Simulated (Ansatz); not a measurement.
**BClH3N: functionals against CCSD(T) at one geometry**

The task here is to estimate one member of a computed series from the others.

Computed with Ansatz 0.2.0, Gaussian basis. Level: single points in def2-TZVPP.

Cores are frozen in the correlated methods.

## The system as given

SMILES `NBCl`, 6 atoms, charge 0, spin multiplicity 1.

Atoms are counted from 1 here; the program's logs count them from 0.

Bond lengths: N1–B2 1.365 Å, N1–H4 1.011 Å, N1–H5 1.014 Å, B2–Cl3 1.727 Å, B2–H6 1.171 Å. Angles: B2–N1–H4 122.0°, B2–N1–H5 123.4°, H4–N1–H5 114.5°, N1–B2–Cl3 118.9°, N1–B2–H6 123.1°, Cl3–B2–H6 117.9°.

As a file:

```xyz
6
BClH3N
N    -0.3786    0.0023   -0.6483
B     0.3904   -0.1513    0.4687
Cl    0.4982    1.1543    1.5936
H    -0.5054   -0.7445   -1.3183
H    -0.9098    0.8426   -0.8486
H     0.9448   -1.1487    0.7312
```

Set-up of the first run:

Contents of run/in.yaml:

```yaml
crystal:
  periodic: [false, false, false]
  atoms:
    - {symbol: N, position_ang: [-0.378600, 0.002300, -0.648300]}
    - {symbol: B, position_ang: [0.390400, -0.151300, 0.468700]}
    - {symbol: Cl, position_ang: [0.498200, 1.154300, 1.593600]}
    - {symbol: H, position_ang: [-0.505400, -0.744500, -1.318300]}
    - {symbol: H, position_ang: [-0.909800, 0.842600, -0.848600]}
    - {symbol: H, position_ang: [0.944800, -1.148700, 0.731200]}
basis:
  gaussian: {orbitals: def2-TZVPP}
correlation: {method: ccsd_t}
output: {forces: true}
```

No record of the launch command was kept for these runs.

Steps of the session up to this table: CCSD(T)/def2-TZVPP; PBE0-D4/def2-TZVPP; wB97M-V/def2-TZVPP; r2SCAN-D4/def2-TZVPP; PBE-D4/def2-TZVPP; BHLYP-D4/def2-TZVPP; BLYP-D4/def2-TZVPP.

One of the session's tables, all rows but one given; the rest of the session is left out.

```
   method  RMS force component (eV/Å)  angle to CCSD(T) forces (°)  dipole (D)
  CCSD(T)                       0.552                    reference        2.58
  PBE0-D4                       0.451                          9.7        2.61
  wB97M-V                       0.496                          6.7        2.59
r2SCAN-D4                           ?                            ?           ?
   PBE-D4                       0.478                         17.2        2.59
 BHLYP-D4                       0.521                         20.9        2.59
  BLYP-D4                       0.538                         17.0        2.56
```

Q: Estimate the row for r2SCAN-D4 from the others.

As computed: RMS force component (eV/Å): 0.475; angle to CCSD(T) forces (°): 5.8; dipole (D): 2.62. In the column «RMS force component (eV/Å)» it lies between PBE0-D4 (0.451) and PBE-D4 (0.478).
